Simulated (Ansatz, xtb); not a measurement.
H6NSi2: which of two isomers lies lower

We compare X, `N[SiH2][SiH2]`, a doublet, with Y, `N[SiH][SiH3]`, a doublet. Both are isolated molecules in the gas phase, relaxed with B3LYP/6-31G*; the shapes shown needn't be the lowest conformers.

X (Å):

```xyz
9

N    -1.2564    1.1304   -0.6845
Si    0.4764    1.0602   -0.8488
Si    1.4544   -0.2898    0.7972
H    -1.8088    1.4367   -1.4782
H    -1.6673    1.4546    0.1829
H     0.7382    0.4670   -2.1884
H     1.2031    2.3696   -0.8029
H     1.5790    0.3379    2.1469
H     0.8556   -1.6475    0.9559
```

Y (Å):

```xyz
9

N     1.8715   -0.7274    1.2044
Si   -0.0226   -0.1356   -1.5429
Si    1.3739    0.6184    0.2015
H    -1.3046   -0.7524   -1.0890
H     2.1201   -0.5650    2.1739
H    -0.3520    1.0165   -2.4290
H     0.6175    1.5178    1.1324
H     0.7001   -1.1517   -2.3610
H     2.4314   -1.4748    0.8103
```

Estimate which is lower in electronic energy at CCSD(T)/def2-SVP + ΔMP2/def2-TZVPP, and by roughly how much.

Too close to call at this level: CCSD(T)/def2-SVP + ΔMP2/def2-TZVPP gives E(Y) − E(X) = −0.037 eV.

The same difference at several levels:

| level | geometry | E(Y) − E(X) (eV) | departure from the last row (eV) | job, with rough time for the two |
| --- | --- | --- | --- | --- |
| GFN2-xTB | GFN2-xTB | −0.063 | −0.027 | optimisation, 0.24 s |
| HF/STO-3G | GFN2-xTB | −0.074 | −0.038 | single point, 0.36 s |
| r2SCAN-D4/def2-SVP | GFN2-xTB | −0.047 | −0.011 | single point, 8.4 s |
| B3LYP/6-31G* | B3LYP/6-31G* | −0.116 | −0.079 | optimisation, 100 s |
| HF/def2-SVP | B3LYP/6-31G* | +0.038 | +0.075 | part of the CCSD(T) run |
| MP2/def2-SVP | B3LYP/6-31G* | −0.014 | +0.023 | part of the CCSD(T) run |
| CCSD(T)/def2-SVP | B3LYP/6-31G* | −0.040 | −0.003 | single point |
| CCSD(T)/def2-SVP + ΔMP2/def2-TZVPP | B3LYP/6-31G* | −0.037 |  | single point, 33 s |

As drawn, both hold the same kinds of bond in the same numbers.

The largest departure from CCSD(T)/def2-SVP + ΔMP2/def2-TZVPP is that of B3LYP/6-31G*, 0.079 eV. The last row adds to CCSD(T) the change of the MP2 difference between the two basis sets, here +0.003 eV.

With harmonic frequencies from B3LYP/6-31G* (ideal gas, rigid rotor, one conformer each, 298.15 K, 1 atm): the zero-point term adds +0.010 eV; ΔH is −0.030 and ΔG −0.023 eV.

Open shells are spin-unrestricted. The correlated steps freeze 11 core orbitals. Codes used: Ansatz 0.2.0, xtb 6.7.1; the last row on 1 thread of Arm Neoverse V1 on a shared host.
